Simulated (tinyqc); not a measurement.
The integration grid: Kohn-Sham M06L on finer and finer grids in the sto-6g basis, for H2F+, spin multiplicity 1. Computed by the program tinyqc with PySCF. Self-consistent on each grid; the net force on the molecule should vanish.

Geometry (angstrom):
```
atom       x        y       z
F     0.0000   0.0000  0.0000
H     0.0000   0.8620  0.4360
H     0.0000  -0.8620  0.4360
```

Kohn-Sham energy on Becke grids (radial x angular points per atom):
```
grid       points  residual of the electron count  E (hartree)  E - finest (mhartree)  largest net force without grid terms (hartree/bohr)
10 x 14       420                        1.89e-02   -100.18960              -11.28118                                             3.66e-02
15 x 26      1170                       -3.59e-03   -100.18061               -2.29344                                             4.61e-02
20 x 50      3000                        5.28e-04   -100.17547                2.84409                                             3.53e-02
30 x 86      7716                        1.93e-04   -100.17961               -1.29207                                             5.97e-02
50 x 194    29092                        1.62e-06   -100.17829                0.02189                                             9.51e-04
75 x 302    67942                       -8.23e-08   -100.17834               -0.02449                                             8.94e-05
120 x 590  212210                        3.65e-09   -100.17832                0.00000                                             1.86e-05
```

What does the comparison show, and why?

The energy is within 0.1 mhartree of the finest grid first at 50 x 194. The error has both signs, since quadrature is not variational. The electron count and the net force are cheap signs of a poor grid.
